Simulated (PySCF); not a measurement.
**2 SiH₃ → SiH₂ + SiH₄**

Level: PBE0 in the def2-TZVP basis family, all electrons, no relativity, computed in PySCF with density fitting; open shells unrestricted.

```csv
species,state and structure,E (Eh),ZPE (kJ/mol),H(298 K) − H(0) (kJ/mol),S° (J/(mol K))
SiH₃,"doublet, C3v, Si–H 1.486 Å (×3); H–Si–H 111.2° (×3)",-291.10876,55.6,10.4,217.1
SiH₂,"singlet, C2v, Si–H 1.526 Å (×2); H–Si–H 91.1°",-290.48614,30.6,10.0,207.5
SiH₄,"singlet, Td, Si–H 1.485 Å (×4)",-291.75605,81.5,10.5,204.7
```

(1) What is the electronic reaction energy?

(2) Add zero-point, thermal and entropy terms for 298.15 K and 1 bar.

## Answers

(1) At PBE0/def2-TZVP, ΔE = -64.8 kJ/mol from the differences of the total energies times 2625.5, downhill. The bond broken in SiH₃ is weaker than the one that a second molecule gains.

(2) ΔZPE = 0.9 and Δ[H(298) − H(0)] = -0.3 kJ/mol give ΔH° = -64.2 kJ/mol. ΔS° = -22.0 J/(mol K), so ΔG° = -64.2 − 298.15 × (-0.0220) = -58 kJ/mol and log₁₀K = 10.1.

Each species is the lowest minimum found with this bonding; other isomers or fragments can lie lower.
